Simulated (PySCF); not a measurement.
Compound: C3H5FS.
SMILES: `FC1CSC1`

The closed-shell SCF was solved with PySCF and density fitting under several settings on one GFN2-xTB geometry (grid level 2 and gas phase unless stated).

| settings | basis functions | SCF cycles | E (Eh) | HOMO (eV) | LUMO (eV) | dipole (D) |
| --- | --- | --- | --- | --- | --- | --- |
| PBE0/pcSseg-1 | 117 | 12 | -614.9200 | -6.65 | 0.16 | 0.85 |
| BHandHLYP/pcSseg-1, start guess atom | 117 | 10 | -615.1736 | -7.79 | 1.26 | 0.88 |

Estimate the row for these settings: OLYP/IGLO-II.

```
    settings  basis functions  SCF cycles     E (Eh)  HOMO (eV)  LUMO (eV)  dipole (D)
OLYP/IGLO-II              153          14  -615.3109      -5.09      -0.60        0.72
```

Over all rows, what range does the HOMO–LUMO gap span?

From 4.49 eV (OLYP/IGLO-II) to 9.05 eV (BHandHLYP/pcSseg-1, start guess atom). The functional of the narrowest has no exact exchange, that of the widest 50 % exact exchange.

And the dipole moment?

From 0.72 D (OLYP/IGLO-II) to 0.88 D (BHandHLYP/pcSseg-1, start guess atom); the largest is 1.22 times the smallest, and the median is 0.85 D.

Whole jobs, the steps after the SCF included, on one thread of an Intel Xeon Platinum 8259CL at 2.50 GHz, on a shared host:

```json
{"settings": "PBE0/pcSseg-1", "work after the SCF": "shieldings, ring-centre shieldings, charges and field gradients", "wall time": "11 s", "peak memory": "0.57 GiB"}
{"settings": "BHandHLYP/pcSseg-1, start guess atom", "work after the SCF": "shieldings, ring-centre shieldings, charges and field gradients", "wall time": "11 s", "peak memory": "0.58 GiB"}
{"settings": "OLYP/IGLO-II", "work after the SCF": "shieldings, ring-centre shieldings", "wall time": "18 s", "peak memory": "0.63 GiB"}
```

Cycle counts include a coarse-grid stage where the run had one.

One conformer stands for the species.
